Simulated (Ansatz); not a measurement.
# AlHSi: the cost of one run

The runs use Ansatz 0.2.0, Gaussian basis; def2-QZVPP, core rule «outside noble gas», up to 10 orbitals frozen.

The runs, in order: UHF; ROHF; CCSD(T) on UHF.

2 further runs of the same task are left out: 2 set aside as unsound or not needed.

## 1. The geometry

The geometry is a PBE0/def2-TZVP stationary point (not a proven minimum) of the parent state, kept for this charge and spin.

3 atoms, charge 1, spin multiplicity 2.

Atoms are counted from 1 here; the program's logs count them from 0.

Bond lengths: Si1–Al2 2.354 Å, Al2–H3 1.595 Å. Angles: Si1–Al2–H3 180.0°.

## 2. UHF

Input file in.yaml:

```yaml
crystal:
  periodic: [false, false, false]
  atoms:
    - {symbol: Si, position_ang: [0.000000, 0.000000, 2.100805]}
    - {symbol: Al, position_ang: [0.000000, 0.000000, -0.252999]}
    - {symbol: H, position_ang: [0.000000, 0.000000, -1.847805]}
basis:
  gaussian: {orbitals: "def2-QZVPP.json"}
total_charge: 1
magnetization: {spin_polarized: true, initial_magnetization: 1}
hamiltonian: {xc: hf}
output: {orbitals: {seedname: orbitals}}
```

The run is started by

```console
$ ansatz run in.yaml --threads 1 --pin off --events-out ev --progress --plain --max-ram 2393MiB
```

**Question.** How long does this run take on 1 thread of Arm Neoverse V1, shared host, and how much memory does it need?

About 24 s, with a peak of 0.38 GiB.
